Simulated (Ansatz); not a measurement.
Geometry optimisation, RKS B3LYP-D4/def2-SVP (Ansatz).

input.yaml

```yaml
crystal:
  periodic: [false, false, false]
  atoms:
    - { symbol: C, position_ang: [-0.91553, 0.63772, -0.49703] }
    - { symbol: O, position_ang: [0.49019, 0.29764, -0.38701] }
    - { symbol: C, position_ang: [0.78993, -0.60552, 0.70789] }
    - { symbol: H, position_ang: [-1.53764, -0.24732, -0.63674] }
    - { symbol: H, position_ang: [-1.0319, 1.31748, -1.33972] }
    - { symbol: H, position_ang: [-1.20626, 1.15234, 0.41808] }
    - { symbol: H, position_ang: [0.78745, -0.10972, -1.2276] }
    - { symbol: H, position_ang: [0.24388, -1.54561, 0.6199] }
    - { symbol: H, position_ang: [0.51687, -0.10559, 1.63614] }
    - { symbol: H, position_ang: [1.86302, -0.79142, 0.70611] }
total_charge: 1
basis:
  gaussian: { orbitals: def2-SVP }
hamiltonian:
  xc: b3lyp
  dispersion: d4
relax:
  f_tol: 0.015
  max_steps: 40
```

Command:

```bash
$ ansatz run input.yaml --threads 1 --pin off --max-ram 2048MiB --backend cpu --events-out ev --progress --plain --runs-dir out
```

Task: Where does it end, and by what steps?

Result: It converged. Limits of this set-up: the dipole of an ion depends on the origin. After 5 steps the energy has fallen by 0.105 eV; O2 moved furthest, 0.08 Å.

```csv
step,energy less start (eV),largest force component (eV/Å),accepted
0,0.0000,1.076,yes
1,-0.0828,0.585,yes
2,-0.1043,0.108,yes
3,-0.1051,0.040,yes
4,-0.1054,0.016,yes
5,-0.1054,0.007,yes
```

```xyz
10
Properties=species:S:1:pos:R:3
C -0.975 0.657 -0.516
O 0.440 0.232 -0.384
C 0.816 -0.648 0.750
H -1.604 -0.230 -0.667
H -1.006 1.343 -1.370
H -1.216 1.182 0.416
H 0.827 -0.060 -1.233
H 0.275 -1.600 0.661
H 0.541 -0.099 1.657
H 1.903 -0.776 0.685
```

Whether the end is a true minimum wasn't checked by a vibrational analysis.

The run took 34 s on 1 thread of Intel(R) Xeon(R) Platinum 8488C (Sapphire Rapids), on a shared host, peak memory 0.17 GiB.
